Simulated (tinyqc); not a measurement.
UHF in the sto-6g basis, for H3O+, spin multiplicity 1, step by step (part 2 of 3). Computed by tinyqc, a small Python program that keeps every step (integrals from PySCF). Command: `OMP_NUM_THREADS=1 python tinyqc.py 25516 25517 out.jsonl` (the two numbers bound the seeds that draw the settings). One thread of a shared host (Intel(R) Xeon(R) Processor @ 2.60GHz), about 0.2 s of CPU time with the checks.

Geometry (angstrom):
```
atom,x,y,z
O,0.0000,0.0000,0.2170
H,0.9000,0.0000,0.0000
H,-0.4500,0.7790,0.0000
H,-0.4500,-0.7790,0.0000
```

## Iteration 1: diagonalisation and new density

F(alpha) (hartree):
```
,1O 1s,1O 2s,1O 2px,1O 2py,1O 2pz,2H 1s,3H 1s,4H 1s
1O 1s,-20.0407,-4.9020,-0.0043,0.0017,-0.0002,-1.2704,-1.2698,-1.2706
1O 2s,-4.9020,-2.5195,-0.0406,0.0017,0.1442,-1.0915,-1.0814,-1.0433
1O 2px,-0.0043,-0.0406,-0.6900,0.0045,0.0037,-0.4895,0.2113,0.2075
1O 2py,0.0017,0.0017,0.0045,-0.6769,-0.0244,0.0022,-0.3989,0.3967
1O 2pz,-0.0002,0.1442,0.0037,-0.0244,-0.2699,0.1476,0.0209,0.2605
2H 1s,-1.2704,-1.0915,-0.4895,0.0022,0.1476,-0.7183,-0.4072,-0.4077
3H 1s,-1.2698,-1.0814,0.2113,-0.3989,0.0209,-0.4072,-0.6478,-0.3586
4H 1s,-1.2706,-1.0433,0.2075,0.3967,0.2605,-0.4077,-0.3586,-0.6531
```

F(beta) (hartree):
```
,1O 1s,1O 2s,1O 2px,1O 2py,1O 2pz,2H 1s,3H 1s,4H 1s
1O 1s,-20.0407,-4.9020,-0.0043,-0.0017,-0.0002,-1.2704,-1.2706,-1.2698
1O 2s,-4.9020,-2.5195,-0.0406,-0.0017,0.1442,-1.0915,-1.0433,-1.0814
1O 2px,-0.0043,-0.0406,-0.6900,-0.0045,0.0037,-0.4895,0.2075,0.2113
1O 2py,-0.0017,-0.0017,-0.0045,-0.6769,0.0244,-0.0022,-0.3967,0.3989
1O 2pz,-0.0002,0.1442,0.0037,0.0244,-0.2699,0.1476,0.2605,0.0209
2H 1s,-1.2704,-1.0915,-0.4895,-0.0022,0.1476,-0.7183,-0.4077,-0.4072
3H 1s,-1.2706,-1.0433,0.2075,-0.3967,0.2605,-0.4077,-0.6531,-0.3586
4H 1s,-1.2698,-1.0814,0.2113,0.3989,0.0209,-0.4072,-0.3586,-0.6478
```

X:
```
,1,2,3,4,5,6,7,8
1O 1s,-0.3142,0.0000,0.0006,0.7818,0.5881,0.0000,0.0001,0.1243
1O 2s,1.4125,0.0000,-0.0019,-0.0887,0.1513,0.0000,0.0002,0.4043
1O 2px,-0.0018,0.0000,-0.9914,0.0000,0.0000,0.0000,0.6706,-0.0001
1O 2py,0.0000,0.9914,0.0000,0.0000,0.0000,0.6708,0.0000,0.0000
1O 2pz,-0.2485,0.0000,0.0003,-0.6288,0.7592,0.0000,0.0000,-0.0722
2H 1s,-0.6055,0.0000,1.0331,-0.1179,-0.0878,0.0000,0.4295,0.3017
3H 1s,-0.6082,-0.8942,-0.5153,-0.1178,-0.0877,0.3718,-0.2146,0.3019
4H 1s,-0.6082,0.8942,-0.5153,-0.1178,-0.0877,-0.3718,-0.2146,0.3019
```

Diagonalise F' = X^T F X, C = X C', fill 5 alpha and 5 beta electrons from the bottom; D(s) = C_occ C_occ^T. Each column has its largest component positive (the first on a tie).

F' = X^T F X (alpha) (hartree):
```
,1,2,3,4,5,6,7,8
1,-0.1891,0.0060,0.0438,1.4165,1.0556,0.0060,0.0029,-0.0733
2,0.0060,0.2786,0.0044,-0.1213,0.1507,-0.0721,0.0029,-0.0007
3,0.0438,0.0044,0.3175,0.0022,0.0079,-0.0029,0.0917,-0.0116
4,1.4165,-0.1213,0.0022,-11.0413,-8.9017,0.0684,0.0073,-3.9271
5,1.0556,0.1507,0.0079,-8.9017,-7.5970,-0.0814,0.0033,-3.2708
6,0.0060,-0.0721,-0.0029,0.0684,-0.0814,-0.7821,0.0036,0.0032
7,0.0029,0.0029,0.0917,0.0073,0.0033,0.0036,-0.7881,-0.0473
8,-0.0733,-0.0007,-0.0116,-3.9271,-3.2708,0.0032,-0.0473,-2.7116
```

orbital energies (alpha) (hartree): MO1 -20.0457, MO2 -1.4341, MO3 -0.8051, MO4 -0.7918, MO5 -0.3105, MO6 0.1809, MO7 0.3402, MO8 0.3529

coefficients C (alpha):
```
,MO1,MO2,MO3,MO4,MO5,MO6,MO7,MO8
1O 1s,0.9956,-0.2349,-0.0125,0.0151,-0.0514,-0.1407,0.0461,0.0025
1O 2s,0.0219,0.9003,0.0568,-0.0662,0.2823,1.0775,-0.3551,-0.0616
1O 2px,0.0003,0.0507,-0.2300,0.7110,0.0148,0.2971,0.8834,-0.0537
1O 2py,-0.0001,-0.0067,0.6601,0.2109,-0.4258,0.1488,0.0122,0.8654
1O 2pz,-0.0013,-0.1123,0.1631,0.0647,0.8868,-0.2854,0.0989,0.3430
2H 1s,-0.0044,0.0949,-0.1107,0.3321,-0.1090,-0.9655,-0.7995,0.1279
3H 1s,-0.0043,0.0656,0.3643,-0.0543,0.1448,-0.6161,0.7054,-0.8331
4H 1s,-0.0043,0.0553,-0.2736,-0.2628,-0.3162,-0.3571,0.7340,0.9049
```

F' = X^T F X (beta) (hartree):
```
,1,2,3,4,5,6,7,8
1,-0.1891,-0.0060,0.0438,1.4165,1.0556,-0.0060,0.0029,-0.0733
2,-0.0060,0.2786,-0.0044,0.1213,-0.1507,-0.0721,-0.0029,0.0007
3,0.0438,-0.0044,0.3175,0.0022,0.0079,0.0029,0.0917,-0.0116
4,1.4165,0.1213,0.0022,-11.0413,-8.9017,-0.0684,0.0073,-3.9271
5,1.0556,-0.1507,0.0079,-8.9017,-7.5970,0.0814,0.0033,-3.2708
6,-0.0060,-0.0721,0.0029,-0.0684,0.0814,-0.7821,-0.0036,-0.0032
7,0.0029,-0.0029,0.0917,0.0073,0.0033,-0.0036,-0.7881,-0.0473
8,-0.0733,0.0007,-0.0116,-3.9271,-3.2708,-0.0032,-0.0473,-2.7116
```

orbital energies (beta) (hartree): MO1 -20.0457, MO2 -1.4341, MO3 -0.8051, MO4 -0.7918, MO5 -0.3105, MO6 0.1809, MO7 0.3402, MO8 0.3529

coefficients C (beta):
```
,MO1,MO2,MO3,MO4,MO5,MO6,MO7,MO8
1O 1s,0.9956,-0.2349,0.0125,0.0151,-0.0514,-0.1407,0.0461,0.0025
1O 2s,0.0219,0.9003,-0.0568,-0.0662,0.2823,1.0775,-0.3551,-0.0616
1O 2px,0.0003,0.0507,0.2300,0.7110,0.0148,0.2971,0.8834,-0.0537
1O 2py,0.0001,0.0067,0.6601,-0.2109,0.4258,-0.1488,-0.0122,-0.8654
1O 2pz,-0.0013,-0.1123,-0.1631,0.0647,0.8868,-0.2854,0.0989,0.3430
2H 1s,-0.0044,0.0949,0.1107,0.3321,-0.1090,-0.9655,-0.7995,0.1279
3H 1s,-0.0043,0.0553,0.2736,-0.2628,-0.3162,-0.3571,0.7340,0.9049
4H 1s,-0.0043,0.0656,-0.3643,-0.0543,0.1448,-0.6161,0.7054,-0.8331
```

D(alpha) after iteration 1:
```
,1O 1s,1O 2s,1O 2px,1O 2py,1O 2pz,2H 1s,3H 1s,4H 1s
1O 1s,1.0494,-0.2059,0.0013,0.0182,-0.0215,-0.0147,-0.0325,-0.0016
1O 2s,-0.2059,0.8983,-0.0103,-0.1027,0.1542,0.0263,0.1241,-0.0377
1O 2px,0.0013,-0.0103,0.5612,-0.0085,0.0160,0.2647,-0.1169,-0.1258
1O 2py,0.0182,-0.1027,-0.0085,0.6616,-0.2556,0.0428,0.1669,-0.1018
1O 2pz,-0.0215,0.1542,0.0160,-0.2556,0.8299,-0.1039,0.1769,-0.3482
2H 1s,-0.0147,0.0263,0.2647,0.0428,-0.1039,0.1434,-0.0679,-0.0172
3H 1s,-0.0325,0.1241,-0.1169,0.1669,0.1769,-0.0679,0.1609,-0.1275
4H 1s,-0.0016,-0.0377,-0.1258,-0.1018,-0.3482,-0.0172,-0.1275,0.2470
```

D(beta) after iteration 1:
```
,1O 1s,1O 2s,1O 2px,1O 2py,1O 2pz,2H 1s,3H 1s,4H 1s
1O 1s,1.0494,-0.2059,0.0013,-0.0182,-0.0215,-0.0147,-0.0016,-0.0325
1O 2s,-0.2059,0.8983,-0.0103,0.1027,0.1542,0.0263,-0.0377,0.1241
1O 2px,0.0013,-0.0103,0.5612,0.0085,0.0160,0.2647,-0.1258,-0.1169
1O 2py,-0.0182,0.1027,0.0085,0.6616,0.2556,-0.0428,0.1018,-0.1669
1O 2pz,-0.0215,0.1542,0.0160,0.2556,0.8299,-0.1039,-0.3482,0.1769
2H 1s,-0.0147,0.0263,0.2647,-0.0428,-0.1039,0.1434,-0.0172,-0.0679
3H 1s,-0.0016,-0.0377,-0.1258,0.1018,-0.3482,-0.0172,0.2470,-0.1275
4H 1s,-0.0325,0.1241,-0.1169,-0.1669,0.1769,-0.0679,-0.1275,0.1609
```

## Iteration 2: building the Fock matrix

core Hamiltonian H = T + V (hartree):
```
,1O 1s,1O 2s,1O 2px,1O 2py,1O 2pz,2H 1s,3H 1s,4H 1s
1O 1s,-33.6463,-7.4438,0.0000,0.0000,0.0124,-1.9304,-1.9320,-1.9320
1O 2s,-7.4438,-9.8450,0.0002,0.0000,0.1357,-4.1587,-4.1611,-4.1611
1O 2px,0.0000,0.0002,-8.2123,0.0000,0.0000,-2.7465,1.3744,1.3744
1O 2py,0.0000,0.0000,0.0000,-8.2123,0.0000,0.0000,-2.3791,2.3791
1O 2pz,0.0124,0.1357,0.0000,0.0000,-8.0432,0.7045,0.7051,0.7051
2H 1s,-1.9304,-4.1587,-2.7465,0.0000,0.7045,-5.5316,-1.6533,-1.6533
3H 1s,-1.9320,-4.1611,1.3744,-2.3791,0.7051,-1.6533,-5.5331,-1.6549
4H 1s,-1.9320,-4.1611,1.3744,2.3791,0.7051,-1.6533,-1.6549,-5.5331
```

nuclear repulsion = 14.740468 hartree

Given earlier and not repeated: Two-electron integrals (ij|kl) in chemists' order.

J_ij = sum D_kl (ij|kl) with D = D(alpha) + D(beta), K_ij = sum D_kl (ik|jl) for each spin; F = H + J - K(s); E = tr D H + tr D J / 2 - 0.5 sum_s tr D(s) K(s) + E_nn.

Coulomb J (hartree):
```
,1O 1s,1O 2s,1O 2px,1O 2py,1O 2pz,2H 1s,3H 1s,4H 1s
1O 1s,17.4962,3.1146,-0.0002,0.0000,0.0034,0.8269,0.8276,0.8276
1O 2s,3.1146,8.2483,-0.0009,0.0000,-0.0157,3.4559,3.4605,3.4605
1O 2px,-0.0002,-0.0009,8.2515,0.0000,0.0023,2.5002,-1.2532,-1.2532
1O 2py,0.0000,0.0000,0.0000,8.2611,0.0000,0.0000,2.1702,-2.1702
1O 2pz,0.0034,-0.0157,0.0023,0.0000,8.2323,-0.6101,-0.6119,-0.6119
2H 1s,0.8269,3.4559,2.5002,0.0000,-0.6101,5.1506,1.3747,1.3747
3H 1s,0.8276,3.4605,-1.2532,2.1702,-0.6119,1.3747,5.1654,1.3766
4H 1s,0.8276,3.4605,-1.2532,-2.1702,-0.6119,1.3747,1.3766,5.1654
```

exchange K(alpha) (hartree):
```
,1O 1s,1O 2s,1O 2px,1O 2py,1O 2pz,2H 1s,3H 1s,4H 1s
1O 1s,4.9000,0.7649,0.0005,-0.0012,-0.0007,0.2159,0.2154,0.2160
1O 2s,0.7649,1.3085,-0.0003,-0.0337,0.0128,0.5910,0.5929,0.5897
1O 2px,0.0005,-0.0003,1.0098,-0.0047,0.0071,0.4171,-0.2047,-0.2065
1O 2py,-0.0012,-0.0337,-0.0047,1.0350,-0.1036,0.0017,0.3546,-0.3555
1O 2pz,-0.0007,0.0128,0.0071,-0.1036,1.0323,-0.1100,-0.0679,-0.1490
2H 1s,0.2159,0.5910,0.4171,0.0017,-0.1100,0.5755,0.2037,0.2087
3H 1s,0.2154,0.5929,-0.2047,0.3546,-0.0679,0.2037,0.5613,0.2019
4H 1s,0.2160,0.5897,-0.2065,-0.3555,-0.1490,0.2087,0.2019,0.5936
```

exchange K(beta) (hartree):
```
,1O 1s,1O 2s,1O 2px,1O 2py,1O 2pz,2H 1s,3H 1s,4H 1s
1O 1s,4.9000,0.7649,0.0005,0.0012,-0.0007,0.2159,0.2160,0.2154
1O 2s,0.7649,1.3085,-0.0003,0.0337,0.0128,0.5910,0.5897,0.5929
1O 2px,0.0005,-0.0003,1.0098,0.0047,0.0071,0.4171,-0.2065,-0.2047
1O 2py,0.0012,0.0337,0.0047,1.0350,0.1036,-0.0017,0.3555,-0.3546
1O 2pz,-0.0007,0.0128,0.0071,0.1036,1.0323,-0.1100,-0.1490,-0.0679
2H 1s,0.2159,0.5910,0.4171,-0.0017,-0.1100,0.5755,0.2087,0.2037
3H 1s,0.2160,0.5897,-0.2065,0.3555,-0.1490,0.2087,0.5936,0.2019
4H 1s,0.2154,0.5929,-0.2047,-0.3546,-0.0679,0.2037,0.2019,0.5613
```

F(alpha) (hartree):
```
,1O 1s,1O 2s,1O 2px,1O 2py,1O 2pz,2H 1s,3H 1s,4H 1s
1O 1s,-21.0502,-5.0940,-0.0006,0.0012,0.0165,-1.3194,-1.3198,-1.3204
1O 2s,-5.0940,-2.9052,-0.0005,0.0337,0.1073,-1.2938,-1.2936,-1.2904
1O 2px,-0.0006,-0.0005,-0.9706,0.0047,-0.0049,-0.6634,0.3259,0.3277
1O 2py,0.0012,0.0337,0.0047,-0.9862,0.1036,-0.0017,-0.5636,0.5644
1O 2pz,0.0165,0.1073,-0.0049,0.1036,-0.8432,0.2044,0.1611,0.2421
2H 1s,-1.3194,-1.2938,-0.6634,-0.0017,0.2044,-0.9564,-0.4823,-0.4873
3H 1s,-1.3198,-1.2936,0.3259,-0.5636,0.1611,-0.4823,-0.9291,-0.4801
4H 1s,-1.3204,-1.2904,0.3277,0.5644,0.2421,-0.4873,-0.4801,-0.9614
```

F(beta) (hartree):
```
,1O 1s,1O 2s,1O 2px,1O 2py,1O 2pz,2H 1s,3H 1s,4H 1s
1O 1s,-21.0502,-5.0940,-0.0006,-0.0012,0.0165,-1.3194,-1.3204,-1.3198
1O 2s,-5.0940,-2.9052,-0.0005,-0.0337,0.1073,-1.2938,-1.2904,-1.2936
1O 2px,-0.0006,-0.0005,-0.9706,-0.0047,-0.0049,-0.6634,0.3277,0.3259
1O 2py,-0.0012,-0.0337,-0.0047,-0.9862,-0.1036,0.0017,-0.5644,0.5636
1O 2pz,0.0165,0.1073,-0.0049,-0.1036,-0.8432,0.2044,0.2421,0.1611
2H 1s,-1.3194,-1.2938,-0.6634,0.0017,0.2044,-0.9564,-0.4873,-0.4823
3H 1s,-1.3204,-1.2904,0.3277,-0.5644,0.2421,-0.4873,-0.9614,-0.4801
4H 1s,-1.3198,-1.2936,0.3259,0.5636,0.1611,-0.4823,-0.4801,-0.9291
```

total energy of this density = -75.882491 hartree

## Iteration 2: diagonalisation and new density

As before.

F' = X^T F X (alpha) (hartree):
```
,1,2,3,4,5,6,7,8
1,-0.2721,0.0283,0.0009,1.5522,1.1126,0.0120,0.0073,-0.1132
2,0.0283,0.2870,0.0019,-0.1088,0.1419,-0.0857,0.0076,-0.0083
3,0.0009,0.0019,0.3273,-0.0072,0.0038,-0.0083,0.0714,-0.0038
4,1.5522,-0.1088,-0.0072,-11.8610,-9.0831,-0.0274,0.0008,-4.0561
5,1.1126,0.1419,0.0038,-9.0831,-8.3146,0.0325,-0.0023,-3.3490
6,0.0120,-0.0857,-0.0083,-0.0274,0.0325,-1.1350,-0.0007,0.0099
7,0.0073,0.0076,0.0714,0.0008,-0.0023,-0.0007,-1.1358,-0.0054
8,-0.1132,-0.0083,-0.0038,-4.0561,-3.3490,0.0099,-0.0054,-3.1169
```

orbital energies (alpha) (hartree): MO1 -21.0536, MO2 -1.8112, MO3 -1.1498, MO4 -1.1394, MO5 -0.8618, MO6 0.1440, MO7 0.3186, MO8 0.3321

coefficients C (alpha):
```
,MO1,MO2,MO3,MO4,MO5,MO6,MO7,MO8
1O 1s,0.9964,-0.2293,0.0039,0.0015,-0.0483,-0.1526,-0.0149,-0.0050
1O 2s,0.0179,0.8739,-0.0308,-0.0096,0.2626,1.1599,0.0940,0.0334
1O 2px,0.0000,0.0007,-0.0410,0.7169,-0.0024,0.0071,0.2914,-0.9122
1O 2py,-0.0001,-0.0223,0.7369,0.0313,-0.0066,-0.0428,0.8994,0.2785
1O 2pz,-0.0018,-0.0995,-0.1791,0.0017,0.9324,-0.3327,0.1219,0.0431
2H 1s,-0.0035,0.0920,0.0067,0.3831,-0.0859,-0.6824,-0.3556,0.9881
3H 1s,-0.0035,0.0846,0.3150,-0.1643,0.1224,-0.6384,-0.7436,-0.7895
4H 1s,-0.0035,0.0912,-0.2662,-0.2051,-0.2694,-0.7254,0.9755,-0.2458
```

F' = X^T F X (beta) (hartree):
```
,1,2,3,4,5,6,7,8
1,-0.2721,-0.0283,0.0009,1.5522,1.1126,-0.0120,0.0073,-0.1132
2,-0.0283,0.2870,-0.0019,0.1088,-0.1419,-0.0857,-0.0076,0.0083
3,0.0009,-0.0019,0.3273,-0.0072,0.0038,0.0083,0.0714,-0.0038
4,1.5522,0.1088,-0.0072,-11.8610,-9.0831,0.0274,0.0008,-4.0561
5,1.1126,-0.1419,0.0038,-9.0831,-8.3146,-0.0325,-0.0023,-3.3490
6,-0.0120,-0.0857,0.0083,0.0274,-0.0325,-1.1350,0.0007,-0.0099
7,0.0073,-0.0076,0.0714,0.0008,-0.0023,0.0007,-1.1358,-0.0054
8,-0.1132,0.0083,-0.0038,-4.0561,-3.3490,-0.0099,-0.0054,-3.1169
```

orbital energies (beta) (hartree): MO1 -21.0536, MO2 -1.8112, MO3 -1.1498, MO4 -1.1394, MO5 -0.8618, MO6 0.1440, MO7 0.3186, MO8 0.3321

coefficients C (beta):
```
,MO1,MO2,MO3,MO4,MO5,MO6,MO7,MO8
1O 1s,0.9964,-0.2293,-0.0039,0.0015,-0.0483,-0.1526,-0.0149,-0.0050
1O 2s,0.0179,0.8739,0.0308,-0.0096,0.2626,1.1599,0.0940,0.0334
1O 2px,0.0000,0.0007,0.0410,0.7169,-0.0024,0.0071,0.2914,-0.9122
1O 2py,0.0001,0.0223,0.7369,-0.0313,0.0066,0.0428,-0.8994,-0.2785
1O 2pz,-0.0018,-0.0995,0.1791,0.0017,0.9324,-0.3327,0.1219,0.0431
2H 1s,-0.0035,0.0920,-0.0067,0.3831,-0.0859,-0.6824,-0.3556,0.9881
3H 1s,-0.0035,0.0912,0.2662,-0.2051,-0.2694,-0.7254,0.9755,-0.2458
4H 1s,-0.0035,0.0846,-0.3150,-0.1643,0.1224,-0.6384,-0.7436,-0.7895
```

D(alpha) after iteration 2:
```
,1O 1s,1O 2s,1O 2px,1O 2py,1O 2pz,2H 1s,3H 1s,4H 1s
1O 1s,1.0478,-0.1954,0.0009,0.0083,-0.0247,-0.0199,-0.0278,-0.0128
1O 2s,-0.1954,0.8340,-0.0056,-0.0442,0.1634,0.0539,0.0978,0.0191
1O 2px,0.0009,-0.0056,0.5156,-0.0078,0.0062,0.2746,-0.1310,-0.1354
1O 2py,0.0083,-0.0442,-0.0078,0.5445,-0.1358,0.0155,0.2243,-0.2028
1O 2pz,-0.0247,0.1634,0.0062,-0.1358,0.9114,-0.0897,0.0490,-0.2129
2H 1s,-0.0199,0.0539,0.2746,0.0155,-0.0897,0.1627,-0.0635,-0.0488
3H 1s,-0.0278,0.0978,-0.1310,0.2243,0.0490,-0.0635,0.1484,-0.0754
4H 1s,-0.0128,0.0191,-0.1354,-0.2028,-0.2129,-0.0488,-0.0754,0.1938
```

D(beta) after iteration 2:
```
,1O 1s,1O 2s,1O 2px,1O 2py,1O 2pz,2H 1s,3H 1s,4H 1s
1O 1s,1.0478,-0.1954,0.0009,-0.0083,-0.0247,-0.0199,-0.0128,-0.0278
1O 2s,-0.1954,0.8340,-0.0056,0.0442,0.1634,0.0539,0.0191,0.0978
1O 2px,0.0009,-0.0056,0.5156,0.0078,0.0062,0.2746,-0.1354,-0.1310
1O 2py,-0.0083,0.0442,0.0078,0.5445,0.1358,-0.0155,0.2028,-0.2243
1O 2pz,-0.0247,0.1634,0.0062,0.1358,0.9114,-0.0897,-0.2129,0.0490
2H 1s,-0.0199,0.0539,0.2746,-0.0155,-0.0897,0.1627,-0.0488,-0.0635
3H 1s,-0.0128,0.0191,-0.1354,0.2028,-0.2129,-0.0488,0.1938,-0.0754
4H 1s,-0.0278,0.0978,-0.1310,-0.2243,0.0490,-0.0635,-0.0754,0.1484
```

## Iteration 9 (converged): orbitals

converged F(alpha) (hartree):
```
,1O 1s,1O 2s,1O 2px,1O 2py,1O 2pz,2H 1s,3H 1s,4H 1s
1O 1s,-21.1319,-5.1098,0.0000,0.0000,0.0162,-1.3236,-1.3247,-1.3247
1O 2s,-5.1098,-2.9279,0.0002,0.0000,0.0995,-1.3085,-1.3092,-1.3092
1O 2px,0.0000,0.0002,-0.9806,0.0000,0.0000,-0.6688,0.3347,0.3347
1O 2py,0.0000,0.0000,0.0000,-0.9807,0.0000,0.0000,-0.5793,0.5793
1O 2pz,0.0162,0.0995,0.0000,0.0000,-0.9427,0.1989,0.1990,0.1990
2H 1s,-1.3236,-1.3085,-0.6688,0.0000,0.1989,-0.9705,-0.4896,-0.4896
3H 1s,-1.3247,-1.3092,0.3347,-0.5793,0.1990,-0.4896,-0.9710,-0.4900
4H 1s,-1.3247,-1.3092,0.3347,0.5793,0.1990,-0.4896,-0.4900,-0.9710
```

converged F(beta) (hartree):
```
,1O 1s,1O 2s,1O 2px,1O 2py,1O 2pz,2H 1s,3H 1s,4H 1s
1O 1s,-21.1319,-5.1098,0.0000,0.0000,0.0162,-1.3236,-1.3247,-1.3247
1O 2s,-5.1098,-2.9279,0.0002,0.0000,0.0995,-1.3085,-1.3092,-1.3092
1O 2px,0.0000,0.0002,-0.9806,0.0000,0.0000,-0.6688,0.3347,0.3347
1O 2py,0.0000,0.0000,0.0000,-0.9807,0.0000,0.0000,-0.5793,0.5793
1O 2pz,0.0162,0.0995,0.0000,0.0000,-0.9427,0.1989,0.1990,0.1990
2H 1s,-1.3236,-1.3085,-0.6688,0.0000,0.1989,-0.9705,-0.4896,-0.4896
3H 1s,-1.3247,-1.3092,0.3347,-0.5793,0.1990,-0.4896,-0.9710,-0.4900
4H 1s,-1.3247,-1.3092,0.3347,0.5793,0.1990,-0.4896,-0.4900,-0.9710
```

As before.

F' = X^T F X (alpha) (hartree):
```
,1,2,3,4,5,6,7,8
1,-0.2749,0.0000,0.0013,1.5479,1.1355,0.0000,0.0002,-0.1110
2,0.0000,0.3212,0.0000,0.0000,0.0000,-0.0644,0.0000,0.0000
3,0.0013,0.0000,0.3209,-0.0035,-0.0026,0.0000,0.0646,-0.0002
4,1.5479,0.0000,-0.0035,-11.9505,-9.0711,0.0000,-0.0017,-4.0642
5,1.1355,0.0000,-0.0026,-9.0711,-8.4024,0.0000,-0.0015,-3.3598
6,0.0000,-0.0644,0.0000,0.0000,0.0000,-1.1522,0.0000,0.0000
7,0.0002,0.0000,0.0646,-0.0017,-0.0015,0.0000,-1.1521,-0.0006
8,-0.1110,0.0000,-0.0002,-4.0642,-3.3598,0.0000,-0.0006,-3.1456
```

orbital energies (alpha) (hartree): MO1 -21.1352, MO2 -1.8335, MO3 -1.1550, MO4 -1.1550, MO5 -0.9397, MO6 0.1351, MO7 0.3238, MO8 0.3240

coefficients C (alpha):
```
,MO1,MO2,MO3,MO4,MO5,MO6,MO7,MO8
1O 1s,0.9965,-0.2284,0.0000,-0.0001,-0.0448,-0.1554,-0.0002,0.0000
1O 2s,0.0175,0.8684,0.0000,0.0003,0.2348,1.1746,0.0018,0.0000
1O 2px,0.0000,-0.0002,-0.0033,0.7133,-0.0001,0.0010,-0.9612,-0.0011
1O 2py,0.0000,0.0000,0.7134,0.0033,0.0000,0.0000,-0.0011,0.9612
1O 2pz,-0.0018,-0.1007,0.0000,0.0001,0.9695,-0.2977,-0.0005,0.0000
2H 1s,-0.0034,0.0924,-0.0018,0.3839,-0.0599,-0.6863,1.0491,0.0012
3H 1s,-0.0034,0.0925,0.3334,-0.1904,-0.0598,-0.6845,-0.5249,-0.9102
4H 1s,-0.0034,0.0925,-0.3316,-0.1934,-0.0598,-0.6845,-0.5270,0.9090
```

F' = X^T F X (beta) (hartree):
```
,1,2,3,4,5,6,7,8
1,-0.2749,0.0000,0.0013,1.5479,1.1355,0.0000,0.0002,-0.1110
2,0.0000,0.3212,0.0000,0.0000,0.0000,-0.0644,0.0000,0.0000
3,0.0013,0.0000,0.3209,-0.0035,-0.0026,0.0000,0.0646,-0.0002
4,1.5479,0.0000,-0.0035,-11.9505,-9.0711,0.0000,-0.0017,-4.0642
5,1.1355,0.0000,-0.0026,-9.0711,-8.4024,0.0000,-0.0015,-3.3598
6,0.0000,-0.0644,0.0000,0.0000,0.0000,-1.1522,0.0000,0.0000
7,0.0002,0.0000,0.0646,-0.0017,-0.0015,0.0000,-1.1521,-0.0006
8,-0.1110,0.0000,-0.0002,-4.0642,-3.3598,0.0000,-0.0006,-3.1456
```

orbital energies (beta) (hartree): MO1 -21.1352, MO2 -1.8335, MO3 -1.1550, MO4 -1.1550, MO5 -0.9397, MO6 0.1351, MO7 0.3238, MO8 0.3240

coefficients C (beta):
```
,MO1,MO2,MO3,MO4,MO5,MO6,MO7,MO8
1O 1s,0.9965,-0.2284,0.0000,-0.0001,-0.0448,-0.1554,-0.0002,0.0000
1O 2s,0.0175,0.8684,0.0000,0.0003,0.2348,1.1746,0.0018,0.0000
1O 2px,0.0000,-0.0002,0.0033,0.7133,-0.0001,0.0010,-0.9612,0.0011
1O 2py,0.0000,0.0000,0.7134,-0.0033,0.0000,0.0000,0.0011,0.9612
1O 2pz,-0.0018,-0.1007,0.0000,0.0001,0.9695,-0.2977,-0.0005,0.0000
2H 1s,-0.0034,0.0924,0.0018,0.3839,-0.0599,-0.6863,1.0491,-0.0012
3H 1s,-0.0034,0.0925,0.3316,-0.1934,-0.0598,-0.6845,-0.5270,-0.9090
4H 1s,-0.0034,0.0925,-0.3334,-0.1904,-0.0598,-0.6845,-0.5249,0.9102
```

D(alpha) after iteration 9:
```
,1O 1s,1O 2s,1O 2px,1O 2py,1O 2pz,2H 1s,3H 1s,4H 1s
1O 1s,1.0472,-0.1914,0.0000,0.0000,-0.0222,-0.0219,-0.0218,-0.0218
1O 2s,-0.1914,0.8095,0.0000,0.0000,0.1401,0.0662,0.0662,0.0662
1O 2px,0.0000,0.0000,0.5089,0.0000,0.0000,0.2738,-0.1369,-0.1369
1O 2py,0.0000,0.0000,0.0000,0.5089,0.0000,0.0000,0.2372,-0.2372
1O 2pz,-0.0222,0.1401,0.0000,0.0000,0.9502,-0.0673,-0.0673,-0.0673
2H 1s,-0.0219,0.0662,0.2738,0.0000,-0.0673,0.1595,-0.0615,-0.0615
3H 1s,-0.0218,0.0662,-0.1369,0.2372,-0.0673,-0.0615,0.1595,-0.0616
4H 1s,-0.0218,0.0662,-0.1369,-0.2372,-0.0673,-0.0615,-0.0616,0.1595
```

D(beta) after iteration 9:
```
,1O 1s,1O 2s,1O 2px,1O 2py,1O 2pz,2H 1s,3H 1s,4H 1s
1O 1s,1.0472,-0.1914,0.0000,0.0000,-0.0222,-0.0219,-0.0218,-0.0218
1O 2s,-0.1914,0.8095,0.0000,0.0000,0.1401,0.0662,0.0662,0.0662
1O 2px,0.0000,0.0000,0.5089,0.0000,0.0000,0.2738,-0.1369,-0.1369
1O 2py,0.0000,0.0000,0.0000,0.5089,0.0000,0.0000,0.2372,-0.2372
1O 2pz,-0.0222,0.1401,0.0000,0.0000,0.9502,-0.0673,-0.0673,-0.0673
2H 1s,-0.0219,0.0662,0.2738,0.0000,-0.0673,0.1595,-0.0615,-0.0615
3H 1s,-0.0218,0.0662,-0.1369,0.2372,-0.0673,-0.0615,0.1595,-0.0616
4H 1s,-0.0218,0.0662,-0.1369,-0.2372,-0.0673,-0.0615,-0.0616,0.1595
```

Within a degenerate level the vectors are fixed only up to a rotation; this is one choice.

## Convergence

Stop when the energy changes by less than 1e-08 hartree and every element of the error matrix X^T (F D S - S D F) X (for each spin) is below 3e-05.

Course of the cycle:
```
iteration,E (hartree),change,largest element of the error matrix
1,-73.884581,-,4.88e-01
2,-75.882491,-2.00e+00,1.49e-01
3,-75.996767,-1.14e-01,7.59e-02
4,-76.027032,-3.03e-02,1.44e-02
5,-76.028135,-1.10e-03,1.52e-03
6,-76.028153,-1.85e-05,4.86e-04
7,-76.028155,-2.13e-06,1.57e-04
8,-76.028156,-7.88e-08,1.77e-05
9,-76.028156,-3.33e-09,3.52e-06
```

PySCF UHF in the same basis, after a stability check = -76.028156 hartree

Converged in 9 iterations.
